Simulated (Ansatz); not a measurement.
A run of Ansatz (development build ahead of 0.2.0) on singlet CH₄O at this shape:

```xyz
6

C     0.0000   -0.0296   -0.6489
O     0.0000   -0.0656    0.7479
H     0.0000   -1.0687   -1.0110
H    -0.8949    0.4658   -1.0751
H     0.8949    0.4658   -1.0751
H     0.0000    0.8400    1.0713
```

Its results:

```
Converged                       : yes
Reference energy                : -115.04902 hartree
Correlation energy              : -0.33863 hartree
Total energy                    : -115.38765 hartree
Spin squared of the determinant : 0.000
```

Question: Which input gives this output? Name the method, the orbitals and the basis set, and write the input.

Answer: RHF-MP2 in cc-pVDZ. An unrestricted run that stays on the closed shell gives the same numbers.

```yaml
crystal:
  periodic: [false, false, false]
  atoms:
    - { symbol: C, position_ang: [0.0, -0.02965, -0.64891] }
    - { symbol: O, position_ang: [0.0, -0.06563, 0.74793] }
    - { symbol: H, position_ang: [0.0, -1.06866, -1.01096] }
    - { symbol: H, position_ang: [-0.8949, 0.46578, -1.07513] }
    - { symbol: H, position_ang: [0.8949, 0.46578, -1.07513] }
    - { symbol: H, position_ang: [0.0, 0.84, 1.07125] }
basis:
  gaussian: { orbitals: cc-pVDZ }
hamiltonian:
  xc: hf
correlation:
  method: mp2
  frozen_orbitals: { C: 1, H: 0, O: 1 }
```
